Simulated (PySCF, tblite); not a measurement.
# C₅H₆: dynamics, then NMR shifts on frames

Aim: move C₅H₆ (`C#CCC=C`) away from its starting geometry and see how NMR shifts follow the geometry.

Computed with tblite 0.8.0 and PySCF 2.14.0, with density-fitted response routines of our own, on a single molecule in the gas phase. Atoms are numbered from 0 throughout.

## Step 1: The molecule as given

11 atoms, charge 0, multiplicity 1; geometry from: GFN2-xTB.

Bonds of the start (Å): C0–C1 1.20, C1–C2 1.45, C2–C3 1.50, C3–C4 1.32, C0–H5 1.05, C2–H6 1.09, C2–H7 1.10, C3–H8 1.08, C4–H9 1.08, C4–H10 1.08.

## Step 2: Thermal motion with GFN2-xTB

The job: settings as JSON, then the geometry in Å.

```
{"job": {"kind": "md", "xc": "GFN2-xTB", "basis": "xTB", "temperature": 300, "steps": 2000, "every": 50, "frames": 5}, "charge": 0, "multiplicity": 1}
C      2.287486     1.190631     0.387522
C      1.444537     0.342094     0.365154
C      0.400773    -0.664485     0.306686
C     -0.691753    -0.232733    -0.628113
C     -1.950546    -0.073259    -0.269008
H      3.036579     1.923641     0.424625
H      0.000448    -0.829884     1.310519
H      0.842647    -1.601085    -0.051699
H     -0.376379    -0.042278    -1.645724
H     -2.707053     0.240666    -0.967950
H     -2.281313    -0.250638     0.742025
```

Method: GFN2-xTB Langevin dynamics, gas phase.

Command:

```
OMP_NUM_THREADS=1 python probes_run.py task.json out
```

One launch serves the whole session: the jobs run in the order shown.

Output:

```text
t/fs     T/K      E/eV
    0.0   263.2   -371.47164
   25.0   173.3   -371.24515
   50.0   216.7   -371.25880
   75.0   252.4   -371.32622
  100.0   154.7   -371.20159
  125.0   163.3   -371.25922
  150.0   257.2   -371.20439
  175.0   173.9   -371.10333
  200.0   217.7   -371.05035
  225.0   261.1   -371.12400
  250.0   219.1   -371.16398
  275.0   209.2   -371.17491
  300.0   284.9   -371.24560
  325.0   230.2   -371.04977
  350.0   369.1   -371.13252
  375.0   316.1   -371.13205
  400.0   257.9   -371.19756
  425.0   235.0   -371.18117
  450.0   295.4   -371.21134
  475.0   375.6   -371.25046
  500.0   248.6   -371.10743
  525.0   379.3   -371.23022
  550.0   244.2   -371.22695
  575.0   196.3   -371.07012
  600.0   161.7   -371.02016
  625.0   276.9   -371.11190
  650.0   218.6   -371.05846
  675.0   333.5   -371.16712
  700.0   302.9   -371.15270
  725.0   233.1   -371.11379
  750.0   327.9   -371.27665
  775.0   236.6   -371.12304
  800.0   293.5   -371.12263
  825.0   311.9   -371.19418
  850.0   278.3   -371.01923
  875.0   437.8   -371.10836
  900.0   295.2   -371.03719
  925.0   290.0   -371.10258
  950.0   466.0   -371.22667
  975.0   394.6   -371.05685
 1000.0   519.4   -371.18488
```

It took 23 s on 1 thread, shared host.

Distance from the start (root mean square after alignment): 0 fs 0.00 Å, 200 fs 0.25 Å, 400 fs 0.61 Å, 600 fs 0.23 Å, 800 fs 0.28 Å, 1000 fs 0.16 Å.

Positions (Å) and forces (eV/Å) at 1000 fs:

```xyz
11

C     2.191   -0.647    0.307    0.114    0.033    0.193
C     1.029   -0.817    0.499    0.542   -0.090    0.018
C    -0.370   -0.976    0.474   -1.950   -0.599    0.767
C    -0.806   -1.137   -0.948   -0.939   -0.045   -1.182
C    -1.575   -0.258   -1.625    1.715   -0.895    1.482
H     3.196   -0.461    0.398    1.042    0.119   -0.123
H    -0.810   -0.067    0.951   -0.027   -0.649   -0.279
H    -0.692   -1.917    1.042    0.400    1.141   -0.401
H    -0.472   -2.126   -1.398   -0.458    1.446    0.338
H    -1.738   -0.365   -2.649   -0.429   -0.420   -1.233
H    -1.881    0.698   -1.244   -0.010   -0.041    0.420
```

## Step 3: Shielding tensors: 250 fs, PBE0/pcSseg-1

The job: settings as JSON, then the geometry in Å.

```
{"job": {"kind": "nmr", "xc": "PBE0", "basis": "pcSseg-1", "pop": false}, "charge": 0, "multiplicity": 1}
C      2.497800    -0.214900     0.435700
C      1.395900    -0.679800     0.261000
C      0.021700    -1.154400     0.140200
C     -0.942600    -0.132000    -0.497100
C     -2.169000     0.127800    -0.132900
H      3.443100     0.218800     0.193300
H     -0.346300    -1.574600     1.020100
H      0.124900    -2.009800    -0.625600
H     -0.443600     0.413700    -1.284300
H     -2.819600     0.802000    -0.681000
H     -2.560900    -0.391300     0.718000
```

Method: GIAO PBE0/pcSseg-1 NMR shielding, non-relativistic, gas phase.

Output:

```text
coarse grid: 9152 points
cycle   1  E = -193.6909815342  dE =  5.350e-01  |g| = 3.817e-01  |ddm| = 3.060e+00
cycle   2  E = -193.6957751531  dE = -4.794e-03  |g| = 3.614e-01  |ddm| = 8.693e-01
cycle   3  E = -193.7272419792  dE = -3.147e-02  |g| = 1.069e-01  |ddm| = 4.407e-01
cycle   4  E = -193.7298606848  dE = -2.619e-03  |g| = 3.713e-02  |ddm| = 1.012e-01
cycle   5  E = -193.7301857718  dE = -3.251e-04  |g| = 9.151e-03  |ddm| = 2.609e-02
cycle   6  E = -193.7302046440  dE = -1.887e-05  |g| = 3.030e-03  |ddm| = 8.675e-03
cycle   7  E = -193.7302068221  dE = -2.178e-06  |g| = 7.479e-04  |ddm| = 2.611e-03
final grid: 88272 points
cycle   8  E = -193.7627939096  dE = -2.249e-05  |g| = 5.701e-03  |ddm| = 2.161e-02
cycle   9  E = -193.7627930038  dE =  9.058e-07  |g| = 6.038e-03  |ddm| = 1.023e-02
cycle  10  E = -193.7628021658  dE = -9.162e-06  |g| = 1.676e-03  |ddm| = 5.513e-03
cycle  11  E = -193.7628028552  dE = -6.894e-07  |g| = 2.756e-04  |ddm| = 1.301e-03
cycle  12  E = -193.7628028704  dE = -1.521e-08  |g| = 1.251e-04  |ddm| = 3.031e-04
cycle  13  E = -193.7628028740  dE = -3.636e-09  |g| = 3.036e-05  |ddm| = 1.011e-04
cycle  14  E = -193.7628028742  dE = -2.343e-10  |g| = 6.021e-06  |ddm| = 3.311e-05
converged SCF energy = -193.7628028742

GIAO shielding tensors (ppm)
atom      isotropic    diamagn.    paramagn.     s11        s22        s33       span
  0 C      108.226     264.677    -156.450     30.142     39.336    255.201    225.058
  1 C       92.397     266.514    -174.117    -11.306     -4.357    292.854    304.160
  2 C      157.213     245.061     -87.848    141.382    156.728    173.529     32.147
  3 C       42.649     256.938    -214.289    -71.548     52.186    147.309    218.857
  4 C       68.756     253.897    -185.141    -43.836     87.102    163.003    206.839
  5 H       29.152      32.316      -3.163     23.981     24.576     38.899     14.918
  6 H       30.026      29.964       0.062     25.726     29.838     34.514      8.788
  7 H       27.275      25.903       1.372     22.296     26.989     32.541     10.245
  8 H       25.754      32.311      -6.557     23.730     24.504     29.029      5.299
  9 H       26.033      29.223      -3.189     23.369     25.207     29.524      6.154
 10 H       26.534      30.709      -4.176     23.232     25.573     30.795      7.563
```

Wall time 19 s (1 thread, shared host).

Shifts follow as δ = σ(reference) − σ, with reference shieldings (ppm) from runs at the same level and on the same kind of geometry: ¹H TMS 31.72, ¹³C TMS 186.9. The references are single molecules in the gas phase. Each atom is listed at this fixed geometry, with no averaging over motion; a spectrum would average atoms that exchange fast.

```csv
atoms,environment,σ (ppm),δ (ppm)
C3,alkene CH,42.6,144.3
C4,terminal =CH2 carbon,68.8,118.2
C1,alkyne carbon,92.4,94.5
C0,terminal alkyne carbon,108.2,78.7
C2,allylic sp3 CH2,157.2,29.7
H8,hydrogen on an alkene CH,25.75,5.96
H9,hydrogen on a terminal =CH2 carbon,26.03,5.68
H10,hydrogen on a terminal =CH2 carbon,26.53,5.18
H7,hydrogen on an allylic sp3 CH2,27.28,4.44
H5,hydrogen on a terminal alkyne carbon,29.15,2.56
H6,hydrogen on an allylic sp3 CH2,30.03,1.69
```

## Step 4: Nuclear shieldings: 425 fs, PBE0/pcSseg-1

The job: settings as JSON, then the geometry in Å.

```
{"job": {"kind": "nmr", "xc": "PBE0", "basis": "pcSseg-1", "pop": false}, "charge": 0, "multiplicity": 1}
C      2.733900    -1.138000     0.192800
C      1.542000    -1.243700     0.205600
C      0.135600    -1.379800     0.417000
C     -0.618400    -0.136800    -0.025800
C     -1.906200     0.081500     0.071100
H      3.781800    -0.974300    -0.024900
H     -0.038300    -1.565600     1.455800
H     -0.338900    -2.209600    -0.240600
H      0.051100     0.624800    -0.409100
H     -2.236000     1.096600    -0.157400
H     -2.569600    -0.678900     0.380300
```

Level: GIAO PBE0/pcSseg-1 NMR shielding, non-relativistic, gas phase.

Output:

```text
coarse grid: 9152 points
cycle   1  E = -193.6877969595  dE =  5.932e-01  |g| = 3.928e-01  |ddm| = 3.107e+00
cycle   2  E = -193.6966718427  dE = -8.875e-03  |g| = 3.519e-01  |ddm| = 9.524e-01
cycle   3  E = -193.7288106543  dE = -3.214e-02  |g| = 5.835e-02  |ddm| = 4.561e-01
cycle   4  E = -193.7292511661  dE = -4.405e-04  |g| = 4.187e-02  |ddm| = 7.623e-02
cycle   5  E = -193.7296769898  dE = -4.258e-04  |g| = 8.890e-03  |ddm| = 3.264e-02
cycle   6  E = -193.7296939275  dE = -1.694e-05  |g| = 3.103e-03  |ddm| = 8.023e-03
cycle   7  E = -193.7296962394  dE = -2.312e-06  |g| = 6.681e-04  |ddm| = 2.514e-03
final grid: 88272 points
cycle   8  E = -193.7621040939  dE = -2.304e-05  |g| = 5.546e-03  |ddm| = 2.632e-02
cycle   9  E = -193.7621044352  dE = -3.413e-07  |g| = 5.492e-03  |ddm| = 9.938e-03
cycle  10  E = -193.7621122503  dE = -7.815e-06  |g| = 1.069e-03  |ddm| = 4.994e-03
cycle  11  E = -193.7621125236  dE = -2.733e-07  |g| = 2.536e-04  |ddm| = 9.469e-04
cycle  12  E = -193.7621125367  dE = -1.312e-08  |g| = 1.100e-04  |ddm| = 2.716e-04
cycle  13  E = -193.7621125395  dE = -2.791e-09  |g| = 2.745e-05  |ddm| = 9.517e-05
cycle  14  E = -193.7621125397  dE = -1.860e-10  |g| = 6.179e-06  |ddm| = 2.780e-05
converged SCF energy = -193.7621125397

GIAO shielding tensors (ppm)
atom      isotropic    diamagn.    paramagn.     s11        s22        s33       span
  0 C      110.615     262.738    -152.124     37.012     41.249    253.582    216.570
  1 C       97.553     259.869    -162.317     -7.137      5.294    294.501    301.637
  2 C      162.619     249.163     -86.545    151.134    161.366    175.357     24.223
  3 C       37.448     259.095    -221.646    -76.638     51.800    137.183    213.821
  4 C       66.766     254.846    -188.080    -54.429     88.576    166.150    220.579
  5 H       29.167      32.184      -3.018     24.351     24.437     38.712     14.360
  6 H       28.913      28.569       0.344     23.631     29.337     33.771     10.140
  7 H       26.943      25.971       0.972     21.995     27.012     31.822      9.827
  8 H       25.536      33.711      -8.176     23.103     23.686     29.818      6.714
  9 H       25.804      30.221      -4.417     22.448     24.607     30.357      7.909
 10 H       26.516      31.094      -4.579     22.617     26.208     30.722      8.106
```

It took 17 s on 1 thread, shared host.

This run: δ C3 149.5, C4 120.2, C1 89.4, C0 76.3, H8 6.18, H9 5.91 ppm.

## Step 5: Nuclear shieldings: 625 fs, PBE0/pcSseg-1

The job: settings as JSON, then the geometry in Å.

```
{"job": {"kind": "nmr", "xc": "PBE0", "basis": "pcSseg-1", "pop": false}, "charge": 0, "multiplicity": 1}
C      2.920700    -0.979800     0.476600
C      1.810400    -1.452200     0.434400
C      0.414100    -1.832000     0.227300
C     -0.187100    -0.648000    -0.419800
C     -0.877200     0.248100     0.297000
H      3.855100    -0.551100     0.619800
H      0.107400    -2.124400     1.224300
H      0.359500    -2.730000    -0.381500
H     -0.111500    -0.463100    -1.456800
H     -1.498500     0.999600    -0.079900
H     -1.078700     0.174400     1.343400
```

Method: GIAO PBE0/pcSseg-1 NMR shielding, non-relativistic, gas phase.

Output:

```text
coarse grid: 9152 points
cycle   1  E = -193.6845614607  dE =  6.297e-01  |g| = 3.856e-01  |ddm| = 3.016e+00
cycle   2  E = -193.6892223220  dE = -4.661e-03  |g| = 3.679e-01  |ddm| = 8.820e-01
cycle   3  E = -193.7218924761  dE = -3.267e-02  |g| = 1.057e-01  |ddm| = 4.098e-01
cycle   4  E = -193.7244611840  dE = -2.569e-03  |g| = 3.652e-02  |ddm| = 9.808e-02
cycle   5  E = -193.7247694688  dE = -3.083e-04  |g| = 9.562e-03  |ddm| = 3.000e-02
cycle   6  E = -193.7247888059  dE = -1.934e-05  |g| = 3.749e-03  |ddm| = 9.610e-03
cycle   7  E = -193.7247923130  dE = -3.507e-06  |g| = 6.287e-04  |ddm| = 3.321e-03
final grid: 88272 points
cycle   8  E = -193.7565764238  dE = -2.641e-05  |g| = 6.140e-03  |ddm| = 2.683e-02
cycle   9  E = -193.7565752629  dE =  1.161e-06  |g| = 6.541e-03  |ddm| = 1.187e-02
cycle  10  E = -193.7565859014  dE = -1.064e-05  |g| = 1.675e-03  |ddm| = 6.303e-03
cycle  11  E = -193.7565865885  dE = -6.871e-07  |g| = 2.795e-04  |ddm| = 1.246e-03
cycle  12  E = -193.7565866038  dE = -1.535e-08  |g| = 1.331e-04  |ddm| = 2.867e-04
cycle  13  E = -193.7565866079  dE = -4.098e-09  |g| = 3.211e-05  |ddm| = 1.107e-04
cycle  14  E = -193.7565866082  dE = -2.633e-10  |g| = 6.636e-06  |ddm| = 3.278e-05
converged SCF energy = -193.7565866082

GIAO shielding tensors (ppm)
atom      isotropic    diamagn.    paramagn.     s11        s22        s33       span
  0 C      106.703     256.547    -149.844     34.249     46.955    238.905    204.657
  1 C       96.504     268.171    -171.667    -10.510      2.090    297.932    308.442
  2 C      164.267     246.654     -82.387    152.490    161.103    179.208     26.717
  3 C       45.519     255.367    -209.847    -90.604     62.806    164.357    254.961
  4 C       58.656     254.591    -195.935    -52.237     63.505    164.700    216.937
  5 H       30.281      33.350      -3.069     25.287     25.658     39.897     14.610
  6 H       28.774      28.183       0.591     24.827     27.365     34.129      9.302
  7 H       29.112      26.841       2.271     25.376     27.050     34.910      9.534
  8 H       25.368      32.968      -7.601     22.237     25.578     28.288      6.051
  9 H       26.731      32.621      -5.890     24.230     26.453     29.510      5.280
 10 H       26.518      32.214      -5.695     23.211     25.836     30.508      7.297
```

Wall time 18 s (1 thread, shared host).

Key values: δ C3 141.4, C4 128.3, C1 90.4, C0 80.2, H8 6.35, H10 5.20 ppm.

## Step 6: Nuclear shieldings: 800 fs, PBE0/pcSseg-1

The job: settings as JSON, then the geometry in Å.

```
{"job": {"kind": "nmr", "xc": "PBE0", "basis": "pcSseg-1", "pop": false}, "charge": 0, "multiplicity": 1}
C      2.478000    -0.380800     0.793900
C      1.450900    -0.934100     0.510200
C      0.166900    -1.553900     0.262800
C     -0.525000    -0.877400    -0.985300
C     -1.386900     0.123000    -0.945400
H      3.462000    -0.037700     1.007500
H     -0.406200    -1.436800     1.193100
H      0.267300    -2.626300     0.014800
H     -0.198800    -1.211900    -2.058300
H     -1.911200     0.525600    -1.845700
H     -1.660700     0.534200     0.036000
```

With the program's defaults for keys left out, this is: GIAO PBE0/pcSseg-1 NMR shielding, non-relativistic, gas phase.

Output:

```text
coarse grid: 9152 points
cycle   1  E = -193.6917015970  dE =  4.346e-01  |g| = 3.809e-01  |ddm| = 2.994e+00
cycle   2  E = -193.6958807779  dE = -4.179e-03  |g| = 3.630e-01  |ddm| = 8.810e-01
cycle   3  E = -193.7285697385  dE = -3.269e-02  |g| = 9.362e-02  |ddm| = 4.153e-01
cycle   4  E = -193.7304697559  dE = -1.900e-03  |g| = 3.965e-02  |ddm| = 9.342e-02
cycle   5  E = -193.7308361021  dE = -3.663e-04  |g| = 1.099e-02  |ddm| = 3.041e-02
cycle   6  E = -193.7308630780  dE = -2.698e-05  |g| = 3.484e-03  |ddm| = 9.866e-03
cycle   7  E = -193.7308659835  dE = -2.905e-06  |g| = 8.044e-04  |ddm| = 2.958e-03
final grid: 88272 points
cycle   8  E = -193.7631548928  dE = -1.733e-05  |g| = 5.122e-03  |ddm| = 2.805e-02
cycle   9  E = -193.7631538709  dE =  1.022e-06  |g| = 5.537e-03  |ddm| = 1.026e-02
cycle  10  E = -193.7631617217  dE = -7.851e-06  |g| = 1.465e-03  |ddm| = 5.230e-03
cycle  11  E = -193.7631622466  dE = -5.249e-07  |g| = 2.299e-04  |ddm| = 1.095e-03
cycle  12  E = -193.7631622571  dE = -1.049e-08  |g| = 1.083e-04  |ddm| = 2.288e-04
cycle  13  E = -193.7631622598  dE = -2.687e-09  |g| = 2.831e-05  |ddm| = 9.165e-05
cycle  14  E = -193.7631622600  dE = -2.028e-10  |g| = 5.902e-06  |ddm| = 2.754e-05
converged SCF energy = -193.7631622600

GIAO shielding tensors (ppm)
atom      isotropic    diamagn.    paramagn.     s11        s22        s33       span
  0 C      109.492     256.441    -146.949     37.622     44.152    246.701    209.079
  1 C       99.527     265.913    -166.386     -3.244      5.092    296.734    299.977
  2 C      157.582     246.400     -88.818    144.126    155.079    173.541     29.416
  3 C       36.424     256.784    -220.360    -85.909     56.271    138.909    224.818
  4 C       56.406     255.912    -199.507    -58.985     77.170    151.032    210.017
  5 H       29.618      32.379      -2.761     24.756     24.905     39.194     14.438
  6 H       28.367      29.184      -0.816     24.285     27.369     33.448      9.163
  7 H       28.317      26.558       1.759     24.399     26.995     33.559      9.160
  8 H       24.199      28.244      -4.045     21.872     24.272     26.452      4.580
  9 H       25.243      28.653      -3.409     22.870     24.449     28.411      5.540
 10 H       25.833      31.670      -5.837     22.415     24.849     30.235      7.820
```

Run time: 18 s. Hardware: 1 thread, shared host.

In short: δ C3 150.5, C4 130.5, C1 87.4, C0 77.4, H8 7.52, H9 6.47 ppm.

## Step 7: NMR shieldings: 1000 fs, PBE0/pcSseg-1

The job: settings as JSON, then the geometry in Å.

```
{"job": {"kind": "nmr", "xc": "PBE0", "basis": "pcSseg-1", "pop": false}, "charge": 0, "multiplicity": 1}
C      2.191300    -0.647000     0.307400
C      1.029300    -0.817200     0.499100
C     -0.370400    -0.975700     0.473600
C     -0.805700    -1.136500    -0.948400
C     -1.574500    -0.257900    -1.625200
H      3.195500    -0.461400     0.397900
H     -0.810000    -0.066900     0.951100
H     -0.691600    -1.916600     1.041800
H     -0.472400    -2.125500    -1.397900
H     -1.738300    -0.365300    -2.649200
H     -1.881300     0.698100    -1.243500
```

Method: GIAO PBE0/pcSseg-1 NMR shielding, non-relativistic, gas phase.

Output:

```text
coarse grid: 9152 points
cycle   1  E = -193.6873343523  dE =  5.968e-01  |g| = 3.921e-01  |ddm| = 3.003e+00
cycle   2  E = -193.6914293903  dE = -4.095e-03  |g| = 3.771e-01  |ddm| = 9.502e-01
cycle   3  E = -193.7264682277  dE = -3.504e-02  |g| = 1.027e-01  |ddm| = 4.700e-01
cycle   4  E = -193.7289243175  dE = -2.456e-03  |g| = 3.453e-02  |ddm| = 1.005e-01
cycle   5  E = -193.7291957488  dE = -2.714e-04  |g| = 1.026e-02  |ddm| = 2.819e-02
cycle   6  E = -193.7292191563  dE = -2.341e-05  |g| = 3.381e-03  |ddm| = 9.229e-03
cycle   7  E = -193.7292220055  dE = -2.849e-06  |g| = 5.267e-04  |ddm| = 3.104e-03
final grid: 88272 points
cycle   8  E = -193.7610445191  dE = -2.177e-05  |g| = 5.627e-03  |ddm| = 2.497e-02
cycle   9  E = -193.7610432873  dE =  1.232e-06  |g| = 6.075e-03  |ddm| = 1.116e-02
cycle  10  E = -193.7610525404  dE = -9.253e-06  |g| = 1.675e-03  |ddm| = 5.916e-03
cycle  11  E = -193.7610532241  dE = -6.837e-07  |g| = 2.358e-04  |ddm| = 1.230e-03
cycle  12  E = -193.7610532365  dE = -1.239e-08  |g| = 9.011e-05  |ddm| = 2.571e-04
cycle  13  E = -193.7610532383  dE = -1.764e-09  |g| = 3.055e-05  |ddm| = 8.444e-05
cycle  14  E = -193.7610532385  dE = -2.376e-10  |g| = 6.994e-06  |ddm| = 2.995e-05
converged SCF energy = -193.7610532385

GIAO shielding tensors (ppm)
atom      isotropic    diamagn.    paramagn.     s11        s22        s33       span
  0 C      109.235     259.200    -149.965     40.214     44.447    243.043    202.829
  1 C       98.658     266.853    -168.195     -4.910      3.455    297.429    302.339
  2 C      156.676     246.462     -89.786    146.249    155.623    168.156     21.907
  3 C       34.975     256.378    -221.403    -89.217     47.113    147.030    236.247
  4 C       64.392     254.317    -189.925    -46.019     76.570    162.624    208.644
  5 H       30.813      33.774      -2.961     25.893     26.006     40.541     14.648
  6 H       28.033      29.806      -1.773     24.170     27.234     32.694      8.525
  7 H       27.529      26.250       1.278     23.524     25.958     33.104      9.580
  8 H       24.492      28.433      -3.940     22.236     24.204     27.037      4.801
  9 H       26.994      29.724      -2.730     23.952     26.374     30.655      6.704
 10 H       26.278      31.977      -5.699     22.922     26.049     29.861      6.939
```

Wall time 18 s (1 thread, shared host).

This run: δ C3 151.9, C4 122.5, C1 88.3, C0 77.7, H8 7.22, H10 5.44 ppm.

## Step 8: Run by run: NMR shifts

Shifts (ppm) of some atoms, chosen among heavy atoms and hydrogens apart, with basis size and wall time:

```csv
frame,C3,C4,C1,C0,C2,H7,H6,functions,time
250 fs,144.3,118.2,94.5,78.7,29.7,4.44,1.69,115,19 s
425 fs,149.5,120.2,89.4,76.3,24.3,4.77,2.80,115,17 s
625 fs,141.4,128.3,90.4,80.2,22.7,2.61,2.94,115,18 s
800 fs,150.5,130.5,87.4,77.4,29.3,3.40,3.35,115,18 s
1000 fs,151.9,122.5,88.3,77.7,30.2,4.19,3.68,115,18 s
```

## Step 9: What came out

```
                                      quantity                                   value
                                    thermostat                                   300 K
                 mean temperature, second half                                   307 K
       mean potential energy above the minimum                                 0.34 eV
¹³C shifts against TMS (PBE0/pcSseg-1, 250 fs)      144.3, 118.2, 94.5, 78.7, 29.7 ppm
 ¹H shifts against TMS (PBE0/pcSseg-1, 250 fs)  5.96, 5.68, 5.18, 4.44, 2.56, 1.69 ppm
                      range of the shift of C4                      118.2 to 130.5 ppm
```

What this shows: In the second half the potential energy averages 0.34 eV above the minimum; equipartition over 27 harmonic modes at 300 K would give 0.35 eV. With 11 atoms the temperature swings widely (155 to 519 K). Shifts at one fixed geometry are not the observed spectrum, which averages over the motion. In the first frame run (250 fs): The widest tensor belongs to C1: span 304 ppm, with a paramagnetic part of -174 ppm. Across the 5 runs the shift of C4 moves most, between 118.2 (250 fs) and 130.5 ppm (800 fs).
